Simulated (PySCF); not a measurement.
Compound: C5H7F.
SMILES: `C=C=C(C)CF`

Level: wB97X-D/def2-SVPD in PySCF, non-relativistic, on one gas-phase PBE0-D3(BJ)/def2-SVP geometry that isn't relaxed in the solvent. The solvent is an IEF-PCM continuum (Bondi radii, 1.10 Å for H, scaled by 1.2), and excitations are vertical TDDFT with non-equilibrium linear response and a frozen core. Specific hydrogen bonds and non-electrostatic terms are outside this model.

Gas-phase singlets (H = HOMO, L = LUMO):

```tsv
state	E (eV)	λ (nm)	f	leading configuration
S1	5.812	213	0.000	H→L+1 84%
S2	6.291	197	0.000	H-1→L 79%
S3	7.183	173	0.175	H→L 74%
S4	7.256	171	0.023	H→L+2 84%
S5	7.609	163	0.078	H-1→L+2 83%
```

Task: Give the list for chloroform (ε = 4.711), n² = 2.09.

Result: 
```tsv
state	E (eV)	λ (nm)	f	leading configuration	change by rank (eV)
S1	5.814	213	0.000	H→L+1 80%	+0.002
S2	6.307	197	0.001	H-1→L 74%	+0.016
S3	7.088	175	0.536	H→L 82%	-0.095
S4	7.224	172	0.027	H→L+2 90%	-0.032
S5	7.535	165	0.895	H-1→L+1 80%	-0.074
```

Task: How does the list change in water (ε = 78.36)?

Result: 
```
state  E (eV)  λ (nm)      f  leading configuration  change by rank (eV)
   S1   5.819     213  0.000              H→L+1 78%               +0.007
   S2   6.319     196  0.001              H-1→L 72%               +0.028
   S3   7.115     174  0.426                H→L 78%               -0.068
   S4   7.230     171  0.028              H→L+2 89%               -0.026
   S5   7.589     163  0.851            H-1→L+1 68%               -0.020
```

Task: How do the frontier levels move from gas to water?

Result: 
| orbital | gas (eV) | solvent (eV) | change (eV) |
| --- | --- | --- | --- |
| LUMO+2 | 2.28 | 2.38 | +0.10 |
| LUMO+1 | 1.99 | 2.08 | +0.09 |
| LUMO | 1.89 | 1.97 | +0.08 |
| HOMO | -9.23 | -9.16 | +0.07 |
| HOMO-1 | -9.71 | -9.66 | +0.05 |
| HOMO-2 | -11.77 | -11.75 | +0.02 |
| HOMO-3 | -12.06 | -12.05 | +0.01 |

The HOMO–LUMO gap goes from 11.12 to 11.12 eV.

Shape of the structure used: `[CH2:1]=[C:2]=[C:3]([CH3:4])[CH2:5][F:6]`: C2–C3–C5–F6 -127°.
